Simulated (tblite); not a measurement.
C4H5N2 (doublet state).
Structure used (GFN2-xTB), in Å, numbered top down from 1:
```
atom  x, y, z in Å
C1    -1.3484    0.6044   -1.0525
C2    -1.4757   -0.4786   -0.3335
N3    -0.9964   -0.6513    0.9624
C4     0.2152   -0.4953    1.3104
N5     1.2716   -0.4214    0.4768
C6     1.5388    0.3749   -0.4547
H7    -1.0540    1.6136   -0.8623
H8    -2.0105   -1.3494   -0.6968
H9     0.4608   -0.6532    2.3555
H10    2.3106    0.0966   -1.1602
H11    1.0934    1.3623   -0.5709
```

Calculated harmonic vibrations of the isolated species, GFN2-xTB (tblite), most abundant isotopes, no scaling. The method is semi-empirical: single wavenumbers can be off by several per cent or more. One conformer, not necessarily the lowest. Open shells enter through the occupations alone, without spin polarisation, and single modes of such species can be off by tens of per cent.

Harmonic wavenumbers (cm⁻¹): 93.3, 124.2, 212.8, 262.1, 405.3, 454.9, 510.4, 621.5, 732.7, 816.4, 854.0, 905.6, 940.4, 996.4, 1078.3, 1116.9, 1219.4, 1287.3, 1418.2, 1583.8, 1645.3, 1741.4, 2939.8, 3000.7, 3009.5, 3045.4, 3149.3.

A = 6174, B = 3726, C = 2506 MHz; mass 81.045 u (most abundant isotopes); point group C1, symmetry number 1; spin multiplicity 2.

**Question.** Zero-point energy?

**Answer.** Half the sum of the wavenumbers: 17083 cm⁻¹ = 204.35 kJ/mol.

**Question.** Give the ideal-gas entropy at 400 K and 1 bar in the rigid-rotor, harmonic-oscillator model (classical rotation).

**Answer.** Translation 169.78, rotation 112.97, vibration 83.79, spin (R ln 2) 5.76: S = 372.3 J/(mol K).

**Question.** And Cp and H(400 K) − H(0)?

**Answer.** Cp = 126.96 J/(mol K), of which vibrations give 93.71 (their classical limit is 27 R = 224.5); H(400 K) − H(0) = 31.80 kJ/mol without the zero-point energy, 18.49 from vibrations.

**Question.** Blend soft modes into free rotors: weight 1/[1 + (100 cm⁻¹/ν̃)⁴] for the oscillator and the rest for a rotor with moment μB/(μ + B), μ = h/(8π²ν), B = 10⁻⁴⁴ kg m². What vibrational entropy results?

**Answer.** 80.68 J/(mol K) in place of 83.79, which changes −T·S at 400 K by +1.24 kJ/mol.

**Question.** Which modes carry the vibrational entropy at 400 K?

**Answer.** 93.3 cm⁻¹: 17.43; 124.2 cm⁻¹: 15.08; 212.8 cm⁻¹: 10.74; 262.1 cm⁻¹: 9.11; 405.3 cm⁻¹: 5.88; 454.9 cm⁻¹: 5.09 J/(mol K); the other 21 give 20.47 together.

**Question.** How do the functions run with temperature in this model?

**Answer.** 
```json
{"T (K)": "150", "S (J/(mol K))": "281.1", "Cp (J/(mol K))": "67.5", "H − H(0) (kJ/mol)": "7.32", "G − H(0) (kJ/mol)": "-34.84", "ln q(vib)": "1.16"}
{"T (K)": "250", "S (J/(mol K))": "321.2", "Cp (J/(mol K))": "92.1", "H − H(0) (kJ/mol)": "15.29", "G − H(0) (kJ/mol)": "-65.02", "ln q(vib)": "2.46"}
{"T (K)": "298.15", "S (J/(mol K))": "338.5", "Cp (J/(mol K))": "103.9", "H − H(0) (kJ/mol)": "20.01", "G − H(0) (kJ/mol)": "-80.90", "ln q(vib)": "3.11"}
{"T (K)": "600", "S (J/(mol K))": "430.7", "Cp (J/(mol K))": "161.0", "H − H(0) (kJ/mol)": "60.83", "G − H(0) (kJ/mol)": "-197.59", "ln q(vib)": "7.29"}
{"T (K)": "900", "S (J/(mol K))": "502.6", "Cp (J/(mol K))": "192.9", "H − H(0) (kJ/mol)": "114.34", "G − H(0) (kJ/mol)": "-337.98", "ln q(vib)": "11.22"}
```

q(vib) and H(0) count from the zero-point level.

**Question.** What must be added to the electronic energy to get the Gibbs energy at 400 K and 1 bar?

**Answer.** ZPE + [H(400 K) − H(0)] − T·S = 204.35 + 31.80 − 148.92 = 87.23 kJ/mol.

Hindered rotation and anharmonicity are outside this model. Other conformers, if any are populated, would add a mixing term that is left out. The structure is chiral; the term R ln 2 for an equal mix with its mirror image is left out.

Hardware: Arm Neoverse V1, one thread, shared host with 32 logical CPUs at a one-minute load of 8.6. Cost: 0.19 s of wall time. This covers the Hessian and the dipole derivatives.
